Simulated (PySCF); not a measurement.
# Shieldings and the share of exact exchange

Molecule: `C=C=CC(F)F`, C4H4F2.

Cartesian coordinates in Å; atom numbers follow the order of the lines, from 1:
```xyz
10

C     1.9065   -0.2736    0.8854
C     0.8258   -0.3616    0.1584
C    -0.2671   -0.4355   -0.5584
C    -1.4126    0.5069   -0.3771
F    -2.5415   -0.1845   -0.0995
F    -1.6398    1.1861   -1.5248
H     1.9967   -0.8221    1.8288
H     2.7529    0.3455    0.5696
H    -0.3875   -1.1994   -1.3364
H    -1.2346    1.2338    0.4333
```

GIAO shieldings (ppm, equivalent atoms averaged) in PySCF 2.14.0 with density-fitted response routines on the PBE0-D3(BJ)/def2-SVP geometry, basis pcSseg-2, gas phase, non-relativistic:

```csv
functional,exact exchange (%),σ(C4),σ(F5/F6)
BLYP,0,46.2,272.3
BP86,0,51.8,275.9
PBE,0,51.5,273.9
B3LYP,20,54.5,289.2
mPW1PW91,25,60.8,296.0
BHandHLYP,50,65.7,309.0
HF,100,83.5,335.6
```

(1) Fit each shielding as a line in the percentage of exact exchange.

(2) What does the line predict for PBE0 (25 %), and what does the run give?

Answers

(1) σ(C4) = 49.8 + 0.34 x (rms 2.1 ppm); σ(F5/F6) = 275.8 + 0.62 x (rms 2.6 ppm). The functionals also differ in their semilocal parts, which the line can't hold; Hartree–Fock has no correlation at all.

(2) σ(C4): 58.3 predicted, 61.4 computed; σ(F5/F6): 291.3 predicted, 294.8 computed ppm.
